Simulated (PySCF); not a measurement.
# How methods differ on the electron affinity of B

B⁻ [He] 2s2 2p2 (3P) → B [He] 2s2 2p1 (2P), as a difference of total energies. All numbers are calculated (PySCF 2.14, the non-relativistic Hamiltonian (point nucleus), in aug-cc-pVDZ (4s3p2d, 23 functions)). Correlated levels: valence: 1s2 frozen. The calculations carry no spin-orbit coupling.

```csv
method,electron affinity (eV),error (eV)
UHF,-0.300,-0.580
MP2 (valence),0.144,-0.136
SCS-MP2 (valence),0.008,-0.272
CCSD (valence),0.125,-0.155
CCSD(T) (valence),0.171,-0.109
CCSDT (valence),0.186,-0.094
FCI (valence),0.190,-0.090
```

Reference: 0.280 eV (measured; photodetachment measurements, as compiled on the Wikipedia data page of electron affinities).

Errors of the correlated levels include the incompleteness of this basis and the frozen core.

A negative affinity means that the anion lies above the atom at that level of theory.
